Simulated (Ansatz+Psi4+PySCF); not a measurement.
doublet CH4(+): levels of theory in one basis

```csv
atom,x (Å),y (Å),z (Å)
C,0.3000,0.3000,0.3000
H,1.0691,-0.2920,-0.1961
H,0.2669,0.0394,1.3579
H,0.5324,1.3597,0.1940
H,-0.6683,0.0930,-0.1557
```

Basis set: cc-pVTZ (spherical functions). Left uncorrelated: 1 orbital. Correlation on ROHF uses semicanonical orbitals with singles. Charge 1, multiplicity 2.

Computed with Ansatz (development build ahead of 0.2.0); each method stands on the lowest determinant of its kind that the runs found.

```
     method  E − E(ROHF) (eV)  <S²> of the determinant
       ROHF              0.00                     0.75
        UHF             -0.11                     0.76
   ROHF-MP2             -4.39                        –
    UHF-MP2             -4.39                     0.76
   UHF-CCSD             -4.99                     0.76
UHF-CCSD(T)             -5.13                     0.76
```

The restricted and unrestricted rows may stand on different electronic states: another unrestricted solution lies nearer the restricted one.

Caution for ROHF, ROHF-MP2: the determinant may break the point group. Caution for ROHF-MP2, UHF-MP2: MP2 on this radical cation hangs on the determinant chosen.
